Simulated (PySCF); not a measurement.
Frontier levels across methods

F₂O₂S.
Geometry (PBE0-D3(BJ)/def2-SVP, Å), atoms numbered from 1 in this order:
```xyz
5
F2O2S angstrom
O      0.889   -0.628   -1.060
S      0.149   -0.085    0.029
O      0.520   -0.151    1.403
F     -1.338   -0.588   -0.101
F     -0.189    1.416   -0.309
```

Basis pcSseg-2 throughout (PySCF), one geometry. Isolated species at its PBE0-D3(BJ)/def2-SVP geometry, gas phase.

Question: How do the orbital energies, the gap and the dipole change with the method?

Answer: 
```csv
method,kind,HOMO (eV),LUMO (eV),gap (eV),μ (D),SCF cycles
BLYP,GGA,-8.93,-1.89,7.04,0.83,16
OPBE,GGA,-8.97,-1.67,7.30,0.83,16
PBE,GGA,-9.02,-1.89,7.13,0.83,15
B97-D,GGA,-9.05,-1.87,7.17,0.82,16
BP86,GGA,-9.12,-2.00,7.12,0.84,16
KT2,GGA,-9.15,-2.06,7.09,0.80,16
KT3,GGA,-9.17,-2.01,7.16,0.79,16
LDA,LDA,-9.28,-2.25,7.04,0.83,15
B3LYP,global hybrid,-10.53,-1.01,9.52,0.86,13
PBE0,global hybrid,-10.81,-0.57,10.23,0.87,14
mPW1PW91,global hybrid,-10.84,-0.60,10.23,0.87,14
HF,Hartree–Fock,-15.27,4.56,19.83,1.00,10
```

The HOMO spans 6.34 eV, from BLYP down to HF, and the gap runs from 7.04 eV (LDA) to 19.83 eV (HF). Over the methods BLYP (0 %), OPBE (0 %), PBE (0 %), B97-D (0 %), BP86 (0 %), KT2 (0 %), KT3 (0 %), LDA (0 %), B3LYP (20 %), PBE0 (25 %), mPW1PW91 (25 %), HF (100 %), a straight line through the gap against the share of exact exchange rises by 1.27 eV for each 10 % (correlation coefficient 1.000). The dipole ranges from 0.79 D (KT3) to 1.00 D (HF). This basis has no diffuse functions.
